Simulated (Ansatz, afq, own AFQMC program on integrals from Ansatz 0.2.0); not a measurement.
# AlSF, singlet: AFQMC among the cluster methods

```xyz
3

F     0.0000    0.0000    1.6245
Al    0.0000    0.0000   -0.0063
S     0.0000    0.0000   -1.6183
```

Connectivity, by distances: F–Al–S.

Basis cc-pVDZ. Noble-gas cores (and the filled d shells of Ga–Kr and In–Xe) are frozen. Integrals, coupled cluster, full CI and functionals: Ansatz 0.2.0; the random walks run on the same integrals in our own AFQMC program. ph-AFQMC/CISD is guided by a CISD state made of CCSD amplitudes; releasing the constraint for a short imaginary time cuts its bias at the price of noise, slowly where states lie close. Uncertainties: one standard error, sampling alone.

Determinant: RHF, the one that the program's search chose, which needn't be the lowest solution. The geometry is a point of a scan.

No full CI on the walks' own integrals is used here. The released AFQMC energy serves as the reference, which it does only where one determinant dominates, the energy is flat over the last release times and near the phaseless one (40 meV or 2 meV an electron, half that with transition metals). On small molecules, where full CI could be run and the noise was under 10 meV, such values lay within 10 meV of it in 19 cases of 20, a flattering rate, since the rule was set on those same cases; what remains of the bias isn't in the error bar.

Cautions: the ph-AFQMC/CISD walk drifts between its halves (2.2 errors); the released value is read at 2.40 1/Eh with a noise of 29 meV, more than in the cases checked (meV from the phaseless value at times in 1/Eh: 10 ± 16 at 0.24, -6 ± 16 at 0.51, -1 ± 18 at 0.99, -43 ± 28 at 1.62, -38 ± 29 at 2.40).

* T1 diagnostic: 0.0145
* weight of the determinant in the CISD state: 0.875
* size of the correlated space: 16 electrons in 39 orbitals

| level | correlation energy (eV) |
| --- | --- |
| MP2 | -9.7297 |
| CCSD | -10.1442 |
| CCSD(T) | -10.3675 |

Problem. Estimate where phaseless AFQMC with the Hartree–Fock trial lies against CCSD(T) on the same integrals.

Solution. 14.9 ± 8.2 kJ/mol below CCSD(T). The gap is under twice the noise, so this walk alone can't tell the two apart.

Reference: AFQMC with the constraint released, correlation energy -10.432 ± 0.029 eV.

```tsv
level	E − E(reference) (kJ/mol)	share of correlation (%)
CCSD(T)	6.2 ± 2.8	99.38
ph-AFQMC/HF	-8.7 ± 8.7	100.87
ph-AFQMC/CISD	3.7 ± 3.2	99.64
```

A walk keeps the symmetry of its determinant, which the program's search chose and which needn't be the lowest solution, so a lower state of the same spin and another symmetry isn't excluded. Released energies are given only where the last usable release times agree within the noise; a slower fall can still hide under it.
